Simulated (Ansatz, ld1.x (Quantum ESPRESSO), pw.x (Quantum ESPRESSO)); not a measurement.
## pw.x on bcc Ir: one setting changed

Potential: norm-conserving Troullier–Martins (Kleinman–Bylander form), ld1.x (Quantum ESPRESSO) 7.5, PBEsol; core [Xe] 4f14, reference 5d7 6s2 6p0; waves: 6p (bound, empty): rc 3.55 bohr; 5d (bound): rc 1.50 bohr; 5f channel at 0.2 Ry: rc 3.55 bohr; 6s (bound): rc 2.25 bohr; local part: the s channel; core correction: a·sin(br)/r model core inside 1.05 bohr.

The reference run (k-mesh 15³, cutoffs 85/340 Ry, Fermi–Dirac 0.01 Ry, mixing_beta 0.4, conv_thr 1e-9, no spin) gives 2.95 GPa at 14.576 Å³/atom, where all-electron LAPW gives 0.36 GPa. This run, with its own iteration cap, changes mixing_mode to local-TF.

```
&control
  calculation='scf', prefix='x', pseudo_dir='./', outdir='./tmp', tstress=.true., disk_io='none'
/
&system
  ibrav=0, nat=1, ntyp=1, ecutwfc=85, ecutrho=340, nbnd=12,
  occupations='smearing', smearing='fd', degauss=0.01
/
&electrons
  conv_thr=1e-09, mixing_beta=0.4, electron_maxstep=60, mixing_mode='local-TF'
/
ATOMIC_SPECIES
Ir 1.0 Ir.UPF
CELL_PARAMETERS angstrom
  -1.53883760 1.53883760 1.53883760
  1.53883760 -1.53883760 1.53883760
  1.53883760 1.53883760 -1.53883760
ATOMIC_POSITIONS crystal
Ir 0.0000 0.0000 0.0000
K_POINTS automatic
15 15 15 0 0 0
```

```bash
pw.x < Ir.scf.in > Ir.scf.out
```

**Question.** How does the run end?

**Answer.** It converges in 7 iterations; the free energy moves by +0.0 meV/atom and the pressure by +0.01 GPa. The result is that of the reference run.

```
Message from routine setup:
     using ibrav=0 with symmetry is DISCOURAGED, use correct ibrav instead
     lattice parameter (alat)  =       5.0368  a.u.
     unit-cell volume          =      98.3637 (a.u.)^3
     number of electrons       =         9.00
     number of Kohn-Sham states=           12
     kinetic-energy cutoff     =      85.0000  Ry
     charge density cutoff     =     340.0000  Ry
     scf convergence threshold =      1.0E-09
     Exchange-correlation= PBESOL
     number of k points=   120  Fermi-Dirac smearing, width (Ry)=  0.0100
     iteration #  1     ecut=    85.00 Ry     beta= 0.40
     total energy              =     -65.89076885 Ry
     estimated scf accuracy    <       0.00884040 Ry
     iteration #  2     ecut=    85.00 Ry     beta= 0.40
     total energy              =     -65.88935754 Ry
     estimated scf accuracy    <       0.00317909 Ry
     iteration #  3     ecut=    85.00 Ry     beta= 0.40
     total energy              =     -65.88993837 Ry
     estimated scf accuracy    <       0.00001152 Ry
     iteration #  4     ecut=    85.00 Ry     beta= 0.40
     total energy              =     -65.88994051 Ry
     estimated scf accuracy    <       0.00000382 Ry
     iteration #  5     ecut=    85.00 Ry     beta= 0.40
     total energy              =     -65.88994134 Ry
     estimated scf accuracy    <       0.00000003 Ry
     iteration #  6     ecut=    85.00 Ry     beta= 0.40
     total energy              =     -65.88994134 Ry
     estimated scf accuracy    <          1.5E-09 Ry
     iteration #  7     ecut=    85.00 Ry     beta= 0.40
     the Fermi energy is    18.4253 ev
!    total energy              =     -65.88994134 Ry
     estimated scf accuracy    <          6.7E-10 Ry
     smearing contrib. (-TS)   =      -0.00922102 Ry
     The total energy is F=E-TS. E is the sum of the following terms:
     one-electron contribution =      18.18668291 Ry
     hartree contribution      =       2.10371543 Ry
     xc contribution           =     -35.48683854 Ry
     ewald contribution        =     -50.68428011 Ry
     convergence has been achieved in   7 iterations
          total   stress  (Ry/bohr**3)                   (kbar)     P=       29.59
     Message from routine punch:
     Nothing written, as per user request (disk_io='none')
```

The run took about 16 s on one core of a shared host (Neoverse-V2, 32 threads, 247 GiB, load 11).
